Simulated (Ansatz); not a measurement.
Born–Oppenheimer molecular dynamics of C$_{2}$H$_{4}$N (7 atoms, charge 1, multiplicity 1). It starts from a relaxed structure.

These are results of Ansatz, RKS PBE-D4/6-31G*, not measurements.

```json
{"ensemble": "NVE (velocity Verlet)", "time step": "0.5 fs", "steps asked": "600", "starting velocities drawn for": "300 K", "seed": "185394"}
```

Frames 10 fs apart, positions in Å, forces in eV/Å.

Velocities at 95.0 fs (Å/ps):

```
C 1.62 -0.22 3.59
C 0.91 1.40 -3.14
N -0.75 -0.64 0.95
H 5.73 4.79 12.60
H -12.04 -5.36 -22.32
H -12.82 -16.11 -12.04
H -0.63 11.46 3.17
```

```xyz
7
Properties=species:S:1:pos:R:3:forces:R:3 time_fs=95.0 energy_less_start_eV=0.092 T=158
C -1.048 0.334 -0.665 0.37 0.01 0.44
C 0.011 0.021 0.021 0.30 -0.07 -0.32
N 1.057 -0.339 0.645 -1.07 0.28 1.88
H -1.766 -0.492 -0.798 -0.24 0.33 -0.17
H -1.206 1.375 -1.005 -0.13 -0.37 -0.13
H 1.077 -0.302 1.704 0.00 0.06 -0.94
H 1.840 -0.829 0.239 0.77 -0.23 -0.76
7
Properties=species:S:1:pos:R:3:forces:R:3 time_fs=105.0 energy_less_start_eV=0.132 T=97
C -1.043 0.339 -0.635 -0.71 -0.26 -0.58
C 0.043 0.032 -0.009 -0.74 0.26 -0.18
N 1.039 -0.352 0.659 -0.37 0.10 1.38
H -1.820 -0.443 -0.749 0.30 -0.10 0.02
H -1.302 1.253 -1.185 0.33 0.30 0.41
H 1.012 -0.387 1.713 0.29 0.25 -0.85
H 1.859 -0.682 0.173 0.92 -0.55 -0.19
7
Properties=species:S:1:pos:R:3:forces:R:3 time_fs=115.0 energy_less_start_eV=0.100 T=146
C -1.069 0.333 -0.639 0.55 -0.18 0.05
C 0.049 0.048 -0.035 0.33 -0.79 0.89
N 1.038 -0.372 0.670 -0.89 1.04 0.57
H -1.792 -0.501 -0.751 0.06 0.41 -0.14
H -1.214 1.332 -1.073 -0.29 -0.08 0.02
H 1.099 -0.265 1.719 -0.37 0.01 -0.85
H 1.909 -0.671 0.250 0.60 -0.42 -0.55
7
Properties=species:S:1:pos:R:3:forces:R:3 time_fs=125.0 energy_less_start_eV=0.102 T=143
C -1.047 0.331 -0.639 -0.46 -0.07 -0.04
C 0.045 0.018 -0.022 -0.68 -0.26 -0.56
N 1.038 -0.354 0.657 -0.34 0.76 1.45
H -1.825 -0.435 -0.850 0.28 0.21 0.24
H -1.275 1.364 -0.919 0.15 0.11 -0.31
H 1.021 -0.111 1.678 0.31 -0.60 -0.50
H 1.866 -0.786 0.262 0.73 -0.15 -0.29
7
Properties=species:S:1:pos:R:3:forces:R:3 time_fs=135.0 energy_less_start_eV=0.044 T=232
C -1.046 0.348 -0.644 -0.56 -0.59 -0.05
C 0.020 -0.036 -0.021 0.17 0.46 0.36
N 1.052 -0.318 0.663 -0.36 -0.28 0.70
H -1.862 -0.379 -0.840 0.26 0.19 0.06
H -1.206 1.377 -0.978 0.17 0.19 -0.10
H 1.085 -0.273 1.711 -0.22 0.12 -0.61
H 1.863 -0.760 0.237 0.55 -0.10 -0.35
7
Properties=species:S:1:pos:R:3:forces:R:3 time_fs=145.0 energy_less_start_eV=0.103 T=141
C -1.060 0.354 -0.649 0.60 -1.13 0.38
C -0.001 -0.056 -0.001 0.37 0.43 0.30
N 1.068 -0.313 0.662 -1.32 -0.08 -0.01
H -1.900 -0.340 -0.845 0.23 0.32 -0.15
H -1.008 1.359 -1.063 -0.37 0.46 0.00
H 1.059 -0.355 1.705 0.15 0.30 -0.44
H 1.919 -0.607 0.179 0.34 -0.31 -0.08
7
Properties=species:S:1:pos:R:3:forces:R:3 time_fs=155.0 energy_less_start_eV=0.090 T=161
C -1.031 0.331 -0.646 -0.81 0.07 -0.55
C -0.006 -0.043 0.031 -0.65 0.03 -0.73
N 1.048 -0.325 0.638 0.96 0.04 1.51
H -1.911 -0.243 -0.975 0.27 -0.33 0.28
H -1.050 1.364 -0.987 0.07 0.55 -0.02
H 1.107 -0.195 1.668 0.03 -0.14 -0.19
H 1.930 -0.581 0.182 0.12 -0.24 -0.30
7
Properties=species:S:1:pos:R:3:forces:R:3 time_fs=165.0 energy_less_start_eV=0.116 T=120
C -1.042 0.343 -0.681 0.42 -0.85 0.82
C -0.021 -0.031 0.037 0.72 -0.02 0.32
N 1.065 -0.335 0.657 -0.91 0.41 -0.80
H -1.823 -0.387 -0.956 -0.06 0.35 0.03
H -1.106 1.415 -0.849 -0.22 0.37 -0.56
H 1.210 -0.128 1.658 -0.13 -0.36 0.02
H 1.864 -0.687 0.107 0.18 0.10 0.17
7
Properties=species:S:1:pos:R:3:forces:R:3 time_fs=175.0 energy_less_start_eV=0.037 T=243
C -1.032 0.341 -0.670 -0.40 -0.54 0.15
C -0.010 -0.012 0.046 -0.15 0.50 -0.36
N 1.058 -0.329 0.646 0.45 -0.49 0.02
H -1.822 -0.393 -0.904 0.15 -0.06 0.08
H -1.234 1.353 -1.026 0.28 0.31 0.02
H 1.167 -0.331 1.670 -0.21 0.13 0.15
H 1.875 -0.709 0.135 -0.12 0.15 -0.05
7
Properties=species:S:1:pos:R:3:forces:R:3 time_fs=185.0 energy_less_start_eV=0.093 T=156
C -1.045 0.328 -0.653 0.10 -0.14 -0.17
C 0.010 0.035 0.038 -0.24 -0.15 -0.52
N 1.054 -0.344 0.643 0.10 -0.20 -0.20
H -1.795 -0.461 -0.829 0.08 0.08 -0.11
H -1.161 1.301 -1.137 -0.24 0.26 0.22
H 1.015 -0.459 1.657 0.45 0.21 0.52
H 1.903 -0.656 0.129 -0.27 -0.05 0.25
7
Properties=species:S:1:pos:R:3:forces:R:3 time_fs=195.0 energy_less_start_eV=0.059 T=209
C -1.056 0.321 -0.655 0.34 0.34 0.03
C 0.028 0.063 0.007 0.42 -0.93 0.67
N 1.042 -0.366 0.660 0.25 0.28 -1.25
H -1.749 -0.511 -0.850 -0.10 0.14 -0.05
H -1.241 1.341 -1.020 -0.21 -0.11 -0.06
H 1.134 -0.354 1.676 -0.28 0.13 0.53
H 1.899 -0.694 0.161 -0.43 0.15 0.13
7
Properties=species:S:1:pos:R:3:forces:R:3 time_fs=205.0 energy_less_start_eV=0.133 T=95
C -1.041 0.334 -0.650 -0.41 0.04 0.09
C 0.042 0.038 -0.003 -0.93 0.08 -0.45
N 1.035 -0.367 0.662 0.93 -0.04 -0.99
H -1.748 -0.471 -0.895 0.02 -0.24 0.21
H -1.431 1.325 -0.924 0.60 0.11 -0.12
H 1.089 -0.188 1.658 0.08 -0.28 0.85
H 1.882 -0.741 0.173 -0.29 0.32 0.42
```

Of the whole run (300 fs, mean temperature of the second half 150 K): The conserved energy stayed within 0.18 meV per atom of its start (net change 0.057 meV per atom), so the integration is sound. The temperature averaged 0.50 of the 300 K drawn at the start: a run that starts near a minimum puts about half its kinetic energy into the potential. A run of 0.3 ps of so small a system gives no equilibrium averages. Limits of this set-up: the dipole of an ion depends on the origin.

Time of the run: 8.3 min on 1 thread of Arm Neoverse V2, with other jobs on the host, peak memory 0.096 GiB.
